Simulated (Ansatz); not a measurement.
Zinc-blende CuI was calculated with PBE0-D3(BJ) (Ansatz, a quantum-chemistry and plane-wave program, PAW).

Total energies, extrapolated to zero smearing (they compare only within this program, potentials and cutoff):

| system | energy (eV/atom) |
|---|---|
| zinc-blende CuI, relaxed | -7071.2195 |
| fcc Cu | -6624.9087 |
| solid iodine | -7516.9481 |

Problem. Work out the formation enthalpy per atom.

Solution. ΔH_f ≈ ΔE = -7071.2195 − [1 × (-6624.9087) + 1 × (-7516.9481)]/2 = -0.291 eV/atom (0 K, no vibrations). The reference value is -0.352 ± 0.01 eV/atom (measured, 298 K, copied from a table, unchecked, no zero-point or thermal correction; as tabulated in Wang et al. (2021), doi:10.1038/s41598-021-94550-5), a difference of +0.061 eV/atom.

Spin–orbit coupling is left out; its size isn't shown.

The PAW data were made under PBE.
